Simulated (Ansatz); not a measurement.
A run of Ansatz (development build ahead of 0.2.0) on doublet CO(+) at this shape:

```yaml
atoms:
  - { symbol: C, position_ang: [0.0030, -0.0055, -0.6264] }
  - { symbol: O, position_ang: [-0.0023, 0.0084, 0.4707] }
```

Its results:

```json
{"Converged": "yes", "Total energy": "-112.30379 hartree", "Spin squared of the determinant": "0.927"}
```

**Question.** Which input gives this output? Name the method, the orbitals and the basis set, and write the input.

**Answer.** UHF in cc-pVTZ.

```yaml
crystal:
  periodic: [false, false, false]
  atoms:
    - { symbol: C, position_ang: [0.00298, -0.00549, -0.62637] }
    - { symbol: O, position_ang: [-0.00228, 0.00842, 0.47074] }
basis:
  gaussian: { orbitals: cc-pVTZ }
total_charge: 1
magnetization:
  spin_polarized: true
  initial_magnetization: 1
hamiltonian:
  xc: hf
```

Caution: the unrestricted determinant is spin contaminated.
